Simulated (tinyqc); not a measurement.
Inside a calculation. Method: Pariser-Parr-Pople SCF with singles CI, for the molecule C=C1C=CC=C1 (SMILES; centres numbered as the heavy atoms are written). One step of it, computed by the program tinyqc.

Problem. Iteration 1: Fock matrix. F_rr = H_rr + P_rr gamma_rr / 2 + sum_(s != r) P_ss gamma_rs; F_rs = H_rs - P_rs gamma_rs / 2; E = tr P (H + F) / 2 + core repulsion sum_(r<s) z_r z_s gamma_rs.

P at the start, lower triangle:
```
           1C         2C         3C         4C        5C        6C
1C   0.174943
2C   0.482637   1.411665
3C   0.124659   0.497103   1.158744
4C  -0.166226  -0.227344   0.739672   1.047952
5C  -0.166226  -0.227344  -0.092658   0.602232  1.047952
6C   0.124659   0.497103  -0.395536  -0.092658  0.739672  1.158744
```

core matrix H (eV), lower triangle:
```
            1C          2C          3C          4C          5C          6C
1C  -29.533226
2C   -2.700000  -35.057028
3C    0.000000   -2.700000  -33.446847
4C    0.000000    0.000000   -2.700000  -32.550791
5C    0.000000    0.000000    0.000000   -2.700000  -32.550791
6C    0.000000   -2.700000    0.000000    0.000000   -2.700000  -33.446847
```

repulsion gamma_rs (eV), lower triangle:
```
           1C         2C         3C         4C         5C         6C
1C  11.710000
2C   5.475800  11.710000
3C   3.865919   5.475043  11.710000
4C   2.967794   4.120571   5.476507  11.710000
5C   2.967794   4.120571   4.120119   5.475800  11.710000
6C   3.865919   5.475043   4.119259   4.120119   5.476507  11.710000
```

Centres (angstrom, eV; a flat drawing with bonds scaled to 1.40 angstrom):

| centre | x | y | core charge z | W | gamma_rr |
|---|---|---|---|---|---|
| 1C | 2.159000 | 0.000000 | 1 | 10.390000 | 11.710000 |
| 2C | 0.759000 | 0.000000 | 1 | 10.390000 | 11.710000 |
| 3C | -0.064000 | 1.133000 | 1 | 10.390000 | 11.710000 |
| 4C | -1.395000 | 0.700000 | 1 | 10.390000 | 11.710000 |
| 5C | -1.395000 | -0.700000 | 1 | 10.390000 | 11.710000 |
| 6C | -0.064000 | -1.133000 | 1 | 10.390000 | 11.710000 |

Give: F; pi energy.

Solution.

F (eV), lower triangle:
```
         1C       2C       3C       4C       5C       6C
1C  -5.5995
2C  -4.0214  -4.5091
3C  -0.2410  -4.0608  -3.4272
4C   0.2467   0.4684  -4.7254  -3.2206
5C   0.2467   0.4684   0.1909  -4.3489  -3.2206
6C  -0.2410  -4.0608   0.8147   0.1909  -4.7254  -3.4272
```

pi energy = -69.9997 eV
